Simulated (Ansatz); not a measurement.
# AlH4N: the cost of one run

Program: Ansatz 0.2.0. Level of theory: RKS r2SCAN/def2-SVP. These are calculated values, not measurements.

## Step 1: The system as given

Bond lengths: Al1–H2 1.560 Å, Al1–H3 1.560 Å, Al1–N4 1.920 Å, N4–H5 1.060 Å, N4–H6 1.060 Å. Angles: H2–Al1–H3 120.0°, H2–Al1–N4 120.0°, H3–Al1–N4 120.0°, Al1–N4–H5 120.0°, Al1–N4–H6 120.0°, H5–N4–H6 120.0°.

Coordinates:

```xyz
6

Al    0.0000    0.0000    0.0000
H     0.0000    0.0000    1.5600
H     1.3510    0.0000   -0.7800
N    -1.6627    0.0000   -0.9600
H    -2.3316   -0.8164   -0.8614
H    -1.9118    0.8164   -1.5886
```

## Step 2: Relaxing the start

Input file input.yaml:

```yaml
crystal:
  periodic: [false, false, false]
  atoms:
    - { symbol: Al, position_ang: [0.0, 0.0, 0.0] }
    - { symbol: H, position_ang: [0.0, 0.0, 1.56] }
    - { symbol: H, position_ang: [1.351, 0.0, -0.78] }
    - { symbol: "N", position_ang: [-1.6627, 0.0, -0.96] }
    - { symbol: H, position_ang: [-2.3316, -0.8164, -0.8614] }
    - { symbol: H, position_ang: [-1.9118, 0.8164, -1.5886] }
basis:
  gaussian: { orbitals: def2-SVP }
hamiltonian:
  xc: r2scan
relax:
  f_tol: 0.02
  max_steps: 40
```

Command:

```
ansatz run input.yaml --threads 1 --pin off --max-ram 2048MiB --backend cpu --events-out ev --progress --plain --runs-dir out
```

Q: Estimate wall time and peak memory on 1 thread of Arm Neoverse V2, shared host.

About 13 s, with a peak of 0.12 GiB.
